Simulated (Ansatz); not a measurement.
Input file:

```yaml
crystal:
  periodic: [false, false, false]
  atoms:
    - {symbol: Ga, position_ang: [0.000000, 0.000000, 0.000000]}
    - {symbol: As, position_ang: [0.000000, 0.000000, 2.128000]}
basis:
  gaussian: {orbitals: STO-3G}
total_charge: 1
magnetization: {spin_polarized: false, initial_magnetization: 3}
hamiltonian: {xc: hf}
output: {forces: true, orbitals: {seedname: orbitals}}
```

```sh
$ ansatz run in.yaml --threads 1 --pin off --events-out ev --progress --plain --max-ram 2393MiB
```

Log:

```
347 factors; integrals over basis functions are off by at most 3.0e-5 eV
mean field evaluation 1: about -111826.8853 eV, gradient 4.6e1 eV
mean field evaluation 2: about -111826.8899 eV, gradient 4.6e1 eV
mean field evaluation 4: about -111835.3926 eV, gradient 1.3e1 eV
mean field evaluation 8: about -111837.3948 eV, gradient 2.1e0 eV
mean field evaluation 16: about -111839.4186 eV, gradient 2.0e-4 eV
mean field evaluation 32: about -111839.4208 eV, gradient 2.3e-5 eV
mean field evaluation 64: about -111839.1026 eV, gradient 3.5e0 eV
mean field evaluation 96: about -111839.3520 eV, gradient 7.5e-1 eV
mean field evaluation 128: about -111837.2124 eV, gradient 5.9e0 eV
mean field evaluation 160: about -111838.2082 eV, gradient 5.7e0 eV
mean field evaluation 192: about -111837.2289 eV, gradient 9.9e0 eV
mean field evaluation 224: about -111839.3682 eV, gradient 2.3e-1 eV
mean field evaluation 256: about -111830.3000 eV, gradient 1.4e1 eV
mean field evaluation 288: about -111823.4521 eV, gradient 2.3e1 eV
mean field evaluation 320: about -111839.4157 eV, gradient 9.3e-3 eV
mean field -111839.42083924 eV, -4110.0229083601 hartree, gradient 2.3e-8 eV, S^2 3.750000; 7 other end points of the search recorded, 0 dependent functions left out
the calculation of the forces begins
reference -111839.42083924 eV, -4110.0229083601 hartree; 33, 30 occupied and 3, 6 virtual orbitals, 347 factors
Total energy: -111839.42083924 eV, -4110.0229083601 hartree
Atom 0 at     0.000000     0.000000     0.000000 Å, force     0.000002     0.000000    -6.452059 eV/Å
Atom 1 at     0.000000     0.000000     2.128000 Å, force    -0.000002     0.000000     6.452059 eV/Å
Dipole moment:     0.130105    -0.000000     0.032243 e Å
```

Forces (eV/Å):
```
Ga   0.000  0.000 -6.452
As   0.000  0.000  6.452
```

Ran on 1 thread of Arm Neoverse V1, shared host: 4.9 s wall, 0.11 GiB peak host memory.
